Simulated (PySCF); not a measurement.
Phosphabenzene, C5H5P.
Structure used (PBE0-D3(BJ)/def2-SVP), in Å, numbered top down from 1:
```
atom  x, y, z in Å
C1    -0.0365    1.1968   -0.0365
C2    -1.2374    0.4863   -0.0035
C3    -1.2993   -0.9021    0.0641
P4     0.0700   -1.9708    0.1187
C5     1.3642   -0.8125    0.0654
C6     1.2093    0.5686   -0.0031
H7    -0.0731    2.2877   -0.0902
H8    -2.1741    1.0525   -0.0326
H9    -2.2887   -1.3718    0.0853
H10    2.3831   -1.2144    0.0873
H11    2.1059    1.1964   -0.0323
```

Method used: core-valence-separated Tamm–Dancoff BHandHLYP/aug-pcX-1 (pcseg-1 on H, def2-SVPD on P) in PySCF, non-relativistic, gas phase, PBE0-D3(BJ)/def2-SVP geometry. Absolute energies from this functional tend to lie a few eV below measured edges; no shift was applied.

The lowest roots of each edge with f over 0.003 (five at most, numbered afresh; weaker and dark ones are left out), with transition dipoles (au) in the frame of the coordinates:

```csv
root,edge,E (eV),μx,μy,μz
1,C,282.45,-0.0003,0.0062,0.1275
2,C,282.66,0.0002,-0.0043,-0.0871
3,C,282.92,0.0002,-0.0069,-0.1406
4,C,286.00,-0.0015,0.0446,-0.0022
5,C,286.11,0.0325,0.0083,-0.0004
```

Task: What are the oscillator strengths?

Result: f = (2/3) ΔE |μ|², with ΔE in hartree (27.2114 eV):

```json
{"root": "1", "ΔE (Eh)": "10.3799", "|μ|² (au)": "0.016295", "f": "0.113", "core hole on": "C3/C5"}
{"root": "2", "ΔE (Eh)": "10.3877", "|μ|² (au)": "0.007605", "f": "0.053", "core hole on": "C1"}
{"root": "3", "ΔE (Eh)": "10.3973", "|μ|² (au)": "0.019816", "f": "0.137", "core hole on": "C2/C6"}
{"root": "4", "ΔE (Eh)": "10.5103", "|μ|² (au)": "0.001996", "f": "0.014", "core hole on": "C1"}
{"root": "5", "ΔE (Eh)": "10.5143", "|μ|² (au)": "0.001125", "f": "0.008", "core hole on": "C2/C6"}
```

Task: What is the unit vector of the normal of the molecular plane, and which share of each root's |μ|² lies along it?

Result: (0.00, 0.05, 1.00), up to sign.

```csv
root,core hole on,share along it,final orbital under reflection in the plane
1,C3/C5,1.00,odd
2,C1,1.00,odd
3,C2/C6,1.00,odd
4,C1,0.00,even
5,C2/C6,0.00,even
```

The 1s orbitals of atoms in the plane are even under the reflection, so light polarised along the normal reaches odd orbitals alone (the out-of-plane π set) and light polarised in the plane even ones.

Task: For fixed molecules, how does the intensity of root 1 change when the electric field is turned 60° away from the normal of the molecular plane?

Result: Intensity goes as (E·μ)², and μ lies along that direction, so it falls to cos²60° = 0.25 of its maximum; it vanishes at 90°.

Task: Molecules are fixed in this frame and the field points along z. What effective strengths 3 f cos²θ do the roots have (θ between field and μ)?

Result: root 1 (C3/C5): 0.338, root 2 (C1): 0.158, root 3 (C2/C6): 0.411, root 4 (C1): 0.000, root 5 (C2/C6): 0.000. Root 3 is the strongest. Averaged over all orientations cos²θ is 1/3, which gives f back.

